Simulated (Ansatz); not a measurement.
# SiNH4− (SMILES N[SiH2-]): functionals against CCSD(T) at one geometry

One table from this session's results is given with a row withheld; the runs are named, their logs left out.

Computed with Ansatz 0.2.0, Gaussian basis. Level: single points in def2-TZVPPD.

Correlated methods freeze the cores.

## Where the work starts

SMILES `N[SiH2-]`, 6 atoms, charge -1, spin multiplicity 1.

Atoms are counted from 1 here; the program's logs count them from 0.

Bond lengths: N1–Si2 1.772 Å, N1–H3 1.307 Å, N1–H4 0.998 Å, Si2–H5 1.490 Å, Si2–H6 1.601 Å. Angles: Si2–N1–H3 97.2°, Si2–N1–H4 122.5°, H3–N1–H4 107.1°, N1–Si2–H5 103.6°, N1–Si2–H6 96.6°, H5–Si2–H6 102.5°.

Geometry (Å):

```
N    -0.24180   -0.80150    0.04180
Si    0.46680    0.81030    0.24520
H     0.72900   -1.31810   -0.66540
H    -0.40510   -1.41670    0.81090
H     0.70250    1.26970   -1.15300
H    -0.89350    1.56070    0.63030
```

Set-up of the first run:

Input file run/in.yaml:

```yaml
crystal:
  periodic: [false, false, false]
  atoms:
    - {symbol: N, position_ang: [-0.241800, -0.801500, 0.041800]}
    - {symbol: Si, position_ang: [0.466800, 0.810300, 0.245200]}
    - {symbol: H, position_ang: [0.729000, -1.318100, -0.665400]}
    - {symbol: H, position_ang: [-0.405100, -1.416700, 0.810900]}
    - {symbol: H, position_ang: [0.702500, 1.269700, -1.153000]}
    - {symbol: H, position_ang: [-0.893500, 1.560700, 0.630300]}
basis:
  gaussian: {orbitals: "def2-TZVPPD.json"}
total_charge: -1
correlation: {method: ccsd_t}
output: {forces: true}
```

The basis file named in the input lies beside it (Basis Set Exchange, JSON).

The command line of these runs was not kept.

Steps of the session up to this table: CCSD(T)/def2-TZVPPD; PBE0-D4/def2-TZVPPD; wB97M-V/def2-TZVPPD; r2SCAN-D4/def2-TZVPPD; PBE-D4/def2-TZVPPD; r2SCANh-D4/def2-TZVPPD; BHLYP-D4/def2-TZVPPD.

One of the session's tables, all rows but one given; the rest of the session is left out.

| method | RMS force component (eV/Å) | angle to CCSD(T) forces (°) |
| --- | --- | --- |
| CCSD(T) | 1.962 | reference |
| PBE0-D4 | 1.999 | 3.4 |
| wB97M-V | 2.013 | 2.8 |
| r2SCAN-D4 | ? | ? |
| PBE-D4 | 1.921 | 3.9 |
| r2SCANh-D4 | 1.987 | 3.4 |
| BHLYP-D4 | 2.033 | 6.6 |

Q: Estimate the row for r2SCAN-D4 from the others.

**Answer.** RMS force component (eV/Å): 1.963; angle to CCSD(T) forces (°): 2.6. In the column «RMS force component (eV/Å)» it lies between CCSD(T) (1.962) and r2SCANh-D4 (1.987).

To keep in mind: The anion's highest level is positive in at least one run, so there the basis alone may hold the extra electron.
